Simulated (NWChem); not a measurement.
Program: NWChem. System: dichloromethane (CH$_{2}$Cl$_{2}$), charge 0, spin multiplicity 1, at a geometry optimised with PBE0/def2-SVP. Level: RHF/def2-TZVP.

Job file:

```
start mol
memory heap 200 mb stack 900 mb global 1100 mb
geometry units angstroms nocenter noautoz
  Cl     1.477608     0.000000     0.214511
  C      0.000000     0.000000    -0.755926
  Cl    -1.477608     0.000000     0.214511
  H      0.000000     0.901498    -1.378902
  H      0.000000    -0.901498    -1.378902
  symmetry group C2v
end
basis spherical
  * library def2-tzvp
end
scf
  rhf
  nopen 0
  maxiter 100
  thresh 1e-7
  semidirect memsize 60000000 filesize 0
end
task scf energy
```

NWChem printed:

```
             Northwest Computational Chemistry Package (NWChem) 7.3.0
             --------------------------------------------------------

                                NWChem Input Module
                                -------------------

 Scaling coordinates for geometry "geometry" by  1.889725989
 (inverse scale =  0.529177249)

 Turning off AUTOSYM since
 SYMMETRY directive was detected!

                             Geometry "geometry" -> ""
                             -------------------------

 Output coordinates in angstroms (scale by  1.889725989 to convert to a.u.)

  No.       Tag          Charge          X              Y              Z
 ---- ---------------- ---------- -------------- -------------- --------------
    1 Cl                  17.0000     1.47760800     0.00000000     0.21451100
    2 C                    6.0000     0.00000000     0.00000000    -0.75592600
    3 Cl                  17.0000    -1.47760800     0.00000000     0.21451100
    4 H                    1.0000     0.00000000     0.90149800    -1.37890200
    5 H                    1.0000     0.00000000    -0.90149800    -1.37890200

 Effective nuclear repulsion energy (a.u.)     134.1996744793

            Nuclear Dipole moment (a.u.)
            ----------------------------
        X                 Y               Z
 ---------------- ---------------- ----------------
     0.0000000000     0.0000000000     0.0000264562

      Symmetry information
      --------------------

 Group name             C2v
 Group number             16
 Group order               4
 No. of unique centers     3

      Symmetry unique atoms

     1    2    4


 Summary of "ao basis" -> "" (spherical)
 ------------------------------------------------------------------------------
       Tag                 Description            Shells   Functions and Types
 ---------------- ------------------------------  ------  ---------------------
 *                         def2-tzvp                  on all atoms

 Summary of "ao basis" -> "ao basis" (spherical)
 ------------------------------------------------------------------------------
       Tag                 Description            Shells   Functions and Types
 ---------------- ------------------------------  ------  ---------------------
 Cl                        def2-tzvp                13       37   5s5p2d1f
 C                         def2-tzvp                11       31   5s3p2d1f
 H                         def2-tzvp                 4        6   3s1p

                                 NWChem SCF Module
                                 -----------------

  ao basis        = "ao basis"
  functions       =   117
  atoms           =     5
  closed shells   =    21
  open shells     =     0
  charge          =   0.00
  wavefunction    = RHF
  use symmetry    = T
  symmetry adapt  = T

 Summary of "ao basis" -> "ao basis" (spherical)
 ------------------------------------------------------------------------------
       Tag                 Description            Shells   Functions and Types
 ---------------- ------------------------------  ------  ---------------------
 Cl                        def2-tzvp                13       37   5s5p2d1f
 C                         def2-tzvp                11       31   5s3p2d1f
 H                         def2-tzvp                 4        6   3s1p

      Symmetry analysis of basis
      --------------------------

        a1         44
        a2         16
        b1         33
        b2         24

 Forming initial guess at       0.1s

      Superposition of Atomic Density Guess
      -------------------------------------

 Sum of atomic energies:        -957.62632381

      Non-variational initial energy
      ------------------------------

 Total energy =    -958.525269
 1-e energy   =   -1588.682698
 2-e energy   =     495.957754
 HOMO         =      -0.351381
 LUMO         =       0.036834

      Symmetry analysis of molecular orbitals - initial
      -------------------------------------------------

  Numbering of irreducible representations:

     1 a1          2 a2          3 b1          4 b2

  Orbital symmetries:

     1 a1          2 b1          3 a1          4 a1          5 b1
     6 a1          7 b1          8 a1          9 b2         10 a2
    11 b1         12 a1         13 b1         14 a1         15 b2
    16 a1         17 b1         18 a2         19 a1         20 b1
    21 b2         22 a1         23 b1         24 a1         25 b2
    26 a1         27 b1         28 a1         29 b2         30 b1
    31 a1

 Starting SCF solution at       1.0s

 ----------------------------------------------
         Quadratically convergent ROHF

 Convergence threshold     :          1.000E-07
 Maximum no. of iterations :          100
 Final Fock-matrix accuracy:          1.000E-09
 ----------------------------------------------

              iter       energy          gnorm     gmax       time
             ----- ------------------- --------- --------- --------
                 1     -958.0041363497  8.50D-01  2.55D-01      1.1
                 2     -958.0550713461  2.56D-01  9.02D-02      1.2
                 3     -958.0618515284  2.42D-02  5.19D-03      1.4
                 4     -958.0619443189  1.81D-04  5.50D-05      1.7
                 5     -958.0619443232  1.49D-08  3.55D-09      2.1

       Final RHF  results
       ------------------

         Total SCF energy =   -958.061944323223
      One-electron energy =  -1589.888537175117
      Two-electron energy =    497.626918372547
 Nuclear repulsion energy =    134.199674479346

        Time for solution =      1.1s

       Symmetry analysis of molecular orbitals - final
       -----------------------------------------------

  Numbering of irreducible representations:

     1 a1          2 a2          3 b1          4 b2

  Orbital symmetries:

     1 a1          2 b1          3 a1          4 b1          5 a1
     6 b1          7 a1          8 a1          9 b1         10 a2
    11 b2         12 a1         13 b1         14 a1         15 b2
    16 a1         17 b1         18 a2         19 a1         20 b1
    21 b2         22 a1         23 a1         24 b1         25 b2
    26 a1         27 b1         28 a1         29 b2         30 b1
    31 a1

             Final eigenvalues
             -----------------

              1
    1 -104.8448
    2 -104.8448
    3  -11.3649
    4  -10.5729
    5  -10.5729
    6   -8.0398
    7   -8.0398
    8   -8.0382
    9   -8.0382
   10   -8.0381
   11   -8.0381
   12   -1.1909
   13   -1.0964
   14   -0.8918
   15   -0.6710
   16   -0.6156
   17   -0.5857
   18   -0.4734
   19   -0.4690
   20   -0.4480
   21   -0.4436
   22    0.1349
   23    0.1733
   24    0.1885
   25    0.1896
   26    0.2864
   27    0.3101
   28    0.3533
   29    0.3670
   30    0.4416
   31    0.4648

                       ROHF Final Molecular Orbital Analysis
                       -------------------------------------

 Vector   19  Occ=2.000000D+00  E=-4.689647D-01  Symmetry=a1
              MO Center= -1.5D-13, -8.0D-17,  1.2D-01, r^2= 3.2D+00
   Bfn.  Coefficient  Atom+Function         Bfn.  Coefficient  Atom+Function
  ----- ------------  ---------------      ----- ------------  ---------------
    17      0.362887  1 Cl pz                85      0.362887  3 Cl pz
    20      0.240662  1 Cl pz                88      0.240662  3 Cl pz
    14      0.170455  1 Cl pz                82      0.170455  3 Cl pz

 Vector   20  Occ=2.000000D+00  E=-4.479563D-01  Symmetry=b1
              MO Center=  1.4D-13,  1.1D-17,  1.5D-01, r^2= 3.5D+00
   Bfn.  Coefficient  Atom+Function         Bfn.  Coefficient  Atom+Function
  ----- ------------  ---------------      ----- ------------  ---------------
    15      0.305015  1 Cl px                83      0.305015  3 Cl px
    17     -0.264671  1 Cl pz                85      0.264671  3 Cl pz
    18      0.201659  1 Cl px                86      0.201659  3 Cl px
    20     -0.180128  1 Cl pz                88      0.180128  3 Cl pz

 Vector   21  Occ=2.000000D+00  E=-4.436039D-01  Symmetry=b2
              MO Center= -1.7D-16,  1.9D-16, -1.3D-02, r^2= 3.3D+00
   Bfn.  Coefficient  Atom+Function         Bfn.  Coefficient  Atom+Function
  ----- ------------  ---------------      ----- ------------  ---------------
    16      0.359823  1 Cl py                84      0.359823  3 Cl py
    19      0.257464  1 Cl py                87      0.257464  3 Cl py
    13      0.170049  1 Cl py                81      0.170049  3 Cl py

 Vector   22  Occ=0.000000D+00  E= 1.348901D-01  Symmetry=a1
              MO Center=  1.2D-14,  8.6D-15, -1.1D+00, r^2= 5.2D+00
   Bfn.  Coefficient  Atom+Function         Bfn.  Coefficient  Atom+Function
  ----- ------------  ---------------      ----- ------------  ---------------
    42      2.532012  2 C  s                108     -1.652051  4 H  s
   114     -1.652051  5 H  s                 41      0.472154  2 C  s
     5     -0.417767  1 Cl s                 73     -0.417767  3 Cl s
    18      0.355022  1 Cl px                86     -0.355022  3 Cl px
    51     -0.348165  2 C  pz               107      0.240576  4 H  s

 Vector   23  Occ=0.000000D+00  E= 1.733380D-01  Symmetry=a1
              MO Center= -3.1D-16, -1.9D-17, -4.8D-01, r^2= 5.3D+00
   Bfn.  Coefficient  Atom+Function         Bfn.  Coefficient  Atom+Function
  ----- ------------  ---------------      ----- ------------  ---------------
   108     -1.693753  4 H  s                114     -1.693753  5 H  s
    51     -1.665820  2 C  pz                42      1.575831  2 C  s
    41     -0.693670  2 C  s                  5      0.678099  1 Cl s
    73      0.678099  3 Cl s                 18     -0.666979  1 Cl px
    86      0.666979  3 Cl px                45     -0.230301  2 C  pz

 Vector   24  Occ=0.000000D+00  E= 1.884723D-01  Symmetry=b1
              MO Center= -2.4D-15, -1.8D-17, -3.2D-01, r^2= 5.2D+00
   Bfn.  Coefficient  Atom+Function         Bfn.  Coefficient  Atom+Function
  ----- ------------  ---------------      ----- ------------  ---------------
    49      1.509085  2 C  px                 5     -1.089013  1 Cl s
    73      1.089013  3 Cl s                 20      0.619410  1 Cl pz
    88     -0.619410  3 Cl pz                18      0.546879  1 Cl px
    86      0.546879  3 Cl px                46      0.428107  2 C  px
    43      0.233383  2 C  px

 center of mass
 --------------
 x =   0.00000000 y =   0.00000000 z =   0.07094710

 moments of inertia (a.u.)
 ------------------
          55.092774718859           0.000000000000           0.000000000000
           0.000000000000         594.532896322351           0.000000000000
           0.000000000000           0.000000000000         551.139756931848

  Mulliken analysis of the total density
  --------------------------------------

    Atom       Charge   Shell Charges
 -----------   ------   -------------------------------------------------------
    1 Cl  17    17.12   2.01  0.45  1.52  1.09  0.85  4.18  1.69  1.07  2.80  1.40  0.02  0.04  0.01
    2 C    6     6.05   0.85  1.12  0.48  0.74 -0.02  1.14  1.39  0.18  0.02  0.13  0.01
    3 Cl  17    17.12   2.01  0.45  1.52  1.09  0.85  4.18  1.69  1.07  2.80  1.40  0.02  0.04  0.01
    4 H    1     0.85   0.26  0.48  0.09  0.02
    5 H    1     0.85   0.26  0.48  0.09  0.02

       Multipole analysis of the density wrt the origin
       ------------------------------------------------

     L   x y z        total         open         nuclear
     -   - - -        -----         ----         -------
     0   0 0 0     -0.000000      0.000000     42.000000

     1   1 0 0      0.000000      0.000000      0.000000
     1   0 1 0      0.000000      0.000000      0.000000
     1   0 0 1     -0.719829      0.000000      0.000026

     2   2 0 0    -25.459957      0.000000    265.091044
     2   1 1 0      0.000000      0.000000      0.000000
     2   1 0 1     -0.000000      0.000000      0.000000
     2   0 2 0    -23.338617      0.000000      5.804398
     2   0 1 1      0.000000      0.000000      0.000000
     2   0 0 2    -22.141386      0.000000     31.410350

 Task  times  cpu:        2.1s     wall:        2.1s

 Total times  cpu:        2.2s     wall:        2.2s
```
